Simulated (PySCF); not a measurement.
dichloromethane (CH₂Cl₂), SMILES ClCCl.

Geometry: PBE0-D3(BJ)/def2-TZVP.

Two levels are set side by side: TDDFT-PBE/def2-SVPD (PySCF) and TDDFT-LC-ωPBE/def2-SVPD (PySCF). Vertical, same geometry. The lowest singlet is HOMO→LUMO 99 % with PBE and HOMO→LUMO 72 % with the other functional; states are paired by order. Differences are taken from unrounded values.

```csv
quantity,TDDFT-LC-ωPBE
lowest singlet excitation (eV),7.34
lowest triplet excitation (TDA) (eV),6.61
```

### Question
What does TDDFT-PBE give, and how far is it from TDDFT-LC-ωPBE? (Estimate from the structure and the level; the computed values follow.)

### Answer

```tsv
quantity	TDDFT-PBE	TDDFT-PBE minus TDDFT-LC-ωPBE
lowest singlet excitation (eV)	6.29	-1.05
lowest triplet excitation (TDA) (eV)	5.86	-0.74
```

A lower first singlet is the usual sign of a functional without exact exchange. Differences between two approximate levels are no errors against the true value.

Rough cost on one machine, each run with all the roots and properties that it gave: TDDFT-LC-ωPBE against TDDFT-PBE about 4 times.
